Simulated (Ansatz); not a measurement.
**Relative stability**

The two ends of one reaction step of C2H6S, closed shell (PBE0-D4/def2-TZVP).

A:

S1  (-1.700, -0.310, -0.518)
C2  (0.046, -0.496, -0.052)
H3  (0.593, -0.943, -0.884)
H4  (0.118, -1.164, 0.809)
C5  (0.612, 0.869, 0.285)
H6  (1.663, 0.782, 0.570)
H7  (0.072, 1.324, 1.118)
H8  (0.547, 1.544, -0.571)
H9  (-1.951, -1.606, -0.757)
(Å)

B:

```xyz
9
angstrom
S -2.5897 -0.2332 -0.9832
C 1.0636 -0.5632 0.6273
H 1.5256 -1.1170 -0.1830
H 0.6976 -1.1446 1.4668
C 0.9545 0.7562 0.5945
H 1.3225 1.3376 -0.2441
H 0.4946 1.3104 1.4057
H -1.3604 -0.1221 -0.4488
H -2.1083 -0.2241 -2.2352
```

Program: Ansatz 0.2.0. Basis: def2-TZVPP. Cores are frozen in the correlated methods. B3LYP uses VWN-RPA correlation.

Task: Which structure is lower at CCSD(T), and by how much? (To be estimated.)

Result: The calculation gives: A, by 20.62 kcal/mol (electronic energy, against the other). By their contacts, A is C₂H₆S (CCS) and B is a complex of C₂H₄ (C=C) + H₂S.

All methods give the same order:

| method | E(B) − E(A) (kcal/mol) |
| --- | --- |
| SPW92 | 29.36 |
| PBE-D4 | 22.96 |
| BLYP-D4 | 17.47 |
| r2SCAN-D4 | 23.29 |
| B97M-V | 21.61 |
| PBE0-D4 | 25.24 |
| B3LYP-D4 | 19.77 |
| r2SCAN0-D4 | 25.06 |
| BHLYP-D4 | 21.89 |
| CAM-B3LYP-D4 | 21.50 |
| wB97X-V | 24.28 |
| wB97M-V | 22.17 |
| B2PLYP | 20.11 |
| PBE-QIDH | 26.11 |
| RPA on PBE | 19.96 |
| HF | 17.66 |
| MP2 | 23.29 |
| CCSD | 20.65 |
| CCSD(T) | 20.62 |

T1 diagnostic: at most 0.010.

For scale, one of the runs: CCSD(T)/def2-TZVPP, 188 basis functions, launched by `ansatz run in.yaml --threads 2 --pin off --events-out ev --progress --plain --max-ram 4352MiB`. The run took 25 s on 2 CPU threads (shared host), with 2 GiB of host memory at its peak.
